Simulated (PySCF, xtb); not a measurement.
formamide (CH₃NO), SMILES NC=O.

xtb 6.7.1 with GFN2-xTB at its own geometry gives an orbital gap of 5.15 eV and a dipole moment of 4.31 D.

Coordinates come from a PBE0-D3(BJ)/def2-TZVP optimisation. The values are those of a single conformer.

Question: What does PBE0/def2-TZVPD (PySCF) give? (Estimate from the structure and the level; the computed values follow.)

Answer: gap 7.81 eV (levels -7.66 and 0.15 eV), dipole 3.95 D.
